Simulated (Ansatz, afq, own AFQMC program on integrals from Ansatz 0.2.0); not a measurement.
AFQMC on a folder of integrals that Ansatz 0.2.0 wrote.

```yaml
crystal:
  periodic: [false, false, false]
  atoms:
    - {symbol: N, position_ang: [0.250040, 1.052890, 0.253160]}
basis:
  gaussian: {orbitals: def2-TZVP}
magnetization: {spin_polarized: true, initial_magnetization: 3}
correlation: {method: ccsd_t, electrons: outside_noble_gas, hamiltonian_folder: ham}
```

```sh
$ ansatz run in.yaml --threads 1 --pin off --events-out ev --progress --plain --max-ram 16896MiB --backend cuda --devices 0, --max-vram 18GiB
```

afq runs on the folder ham with

```
--method free --trial cisd --walkers 4000 --time-step 0.03 --max-blocks 4000 --target-error 0.00017 --factor-cut 1e-05 --seed 1803 --times 0,0.3,0.6,1.2,1.8,2.4,3.6,4.8,6 --taylor-order 8
```

Times are imaginary, in 1/Eh. The walk had a cap of 61 s.

afq prints:

```
orbitals 30  electrons 4 1  factors 191 of 191
reference energy -54.40274682 Eh
CCSD correlation -0.11093173 Eh in 8 cycles, weight of the determinant in the CISD state 0.9640
repeat  energy at the last time / Eh  error
    10  -54.516380  0.000048
    20  -54.516329  0.000044
    30  -54.516329  0.000031
time / (1/Eh)  energy / Eh  error  mean overlap
  0.00  -54.513675  0.000002  1.0375
  0.30  -54.515799  0.000009  1.0367
  0.60  -54.516155  0.000010  1.0361
  1.20  -54.516313  0.000010  1.0322
  1.80  -54.516318  0.000012  1.0283
  2.40  -54.516355  0.000018  1.0249
  3.60  -54.516346  0.000021  1.0174
  4.80  -54.516339  0.000023  1.0105
  6.00  -54.516342  0.000033  1.0030
energy -54.516342 +/- 0.000033 Eh
```

The run passed its tests (error under three times the target), which doesn't prove that it has relaxed.

Against this walk (error 0.9 meV) on the same determinant: CCSD(T) 10.9 meV higher, CCSDT(Q) 0.6 meV higher (within the noise), CCSDTQ 0.5 meV higher (within the noise), full CI (a separate run on its own orbitals, whose frozen core shifts it by up to a few meV) 5.5 meV higher. The error is statistical, and a free projection of finite length keeps a remainder of its start.

Cautions: remainder of the start not in the error; full CI with its own frozen core.

The walk took 13 s on 1 × NVIDIA H100 80GB HBM3 with 2 threads of AMD EPYC 7R13 Processor (Zen 3) (shared host) (the card was shared). The log's last line is the free-projection energy.

CCSDT and higher add their correlation energy to the determinant of the CCSD(T) run, since their own runs factorise the integrals more tightly (a shift of under 2 meV). A walk keeps the symmetry of its determinant, which the program's search chose and which needn't be the lowest solution, so a lower state of the same spin and another symmetry isn't excluded.
